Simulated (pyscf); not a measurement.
F–SiH₂–F + H• → F–SiH₂• + HF, an atom transfer (doublet surface; F–Si broken, F–H formed). Structures and frequencies: ωB97X-D3(BJ)/def2-SVP in PySCF. MP2 and CC: frozen core, UHF for open shells. ΔMP2 is the change of the MP2 total energy from the triple- to the quadruple-zeta basis. Energies in kcal/mol from the separated reactants.

Small-basis levels: PySCF, no dispersion term, spherical d functions. AM1 to PM7: differences of heats of formation from MOPAC. GFN2-xTB: tblite. Open shells are spin-unrestricted. 

| level | barrier | reaction energy |
|---|---|---|
| HF/3-21G | 59.9 | +31.7 |
| SVWN5/6-31G* | (withheld) | +29.2 |
| B3LYP/3-21G | 30.2 | +28.1 |
| B3LYP/6-31G* | 38.3 | +28.1 |
| B3LYP/6-311+G** | 32.2 | +10.7 |
| GFN2-xTB | 59.1 | +44.0 |
| PM6 | (withheld) | +29.0 |
| CCSD(T)/def2-TZVPP + ΔMP2(QZVPP) | (withheld) | +20.9 |

### Question
Complete the blanks.

### Answer

- SVWN5/6-31G*, barrier: 25.0
- PM6, barrier: 31.4
- CCSD(T)/def2-TZVPP + ΔMP2(QZVPP), barrier: 42.3

Against the last row the barrier runs from -17.3 (SVWN5/6-31G*) to +17.6 kcal/mol (HF/3-21G); B3LYP/6-31G* happens to lie closest here (4.0 kcal/mol apart). At SVWN5/6-31G* this geometry lies under one side, so the entry may be no barrier of that level: it is a single point on another level's saddle. CCSD(T)/def2-TZVPP + ΔMP2(QZVPP) has limits of its own. At the saddle there is also a short H–Si contact that neither side keeps. The same reactants have a lower exit, to F–SiH•–F + H₂ (barrier +6.9 kcal/mol at ωB97M-D3(BJ), against +40.0 kcal/mol here). This is the saddle that the search found; another between the same sides may lie lower. The angle at the transferred F is 57°: a side-on saddle, likely not the lowest. The CCSD(T) − MP2 part came from Ansatz, without density fitting, on the same reference.
